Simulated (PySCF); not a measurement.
Cartesian coordinates (Å):
```xyz
2

S      0.6767     0.0000     0.0000
H     -0.6767     0.0000     0.0000
```
Charge 0, spin multiplicity 2.

Give the highest occupied spin orbital, total energy and dipole moment at the level TPSSh-D3(BJ)/def2-TZVP // r2SCAN-D4/def2-SVP in PySCF.


| Item | Result |
|---|---|
| highest occupied spin orbital | -6.75 eV |
| total energy | -398.7717 Ha |
| dipole moment | 0.88 D |
